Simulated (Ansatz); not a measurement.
## Cuprite Ag2O

Calculation: PBE (Ansatz, a first-principles code, PAW).

Run with plane-wave cutoff 520 eV, 8×8×8 k mesh, Fermi–Dirac smearing 0.01 eV, no spin polarisation, scalar-relativistic PAW data made under PBE.

Cell: measured lattice: a = 4.7450 Å, b = 4.7450 Å, c = 4.7450 Å, α = 90.00°, β = 90.00°, γ = 90.00°.

```yaml
band_gap: 0.01 eV (under three smearing widths, so not firm)
```

Measured, for comparison: band gap 1.2 eV (temperature not stated, no zero-point or thermal correction, photoconductivity; as tabulated in He and Franchini (2017), arXiv:1706.08159).

Note: cell and atoms aren't relaxed at this level (pressure 3.3 GPa).

Spin–orbit coupling is not included; it can close the smallest gap of 0.01 eV.
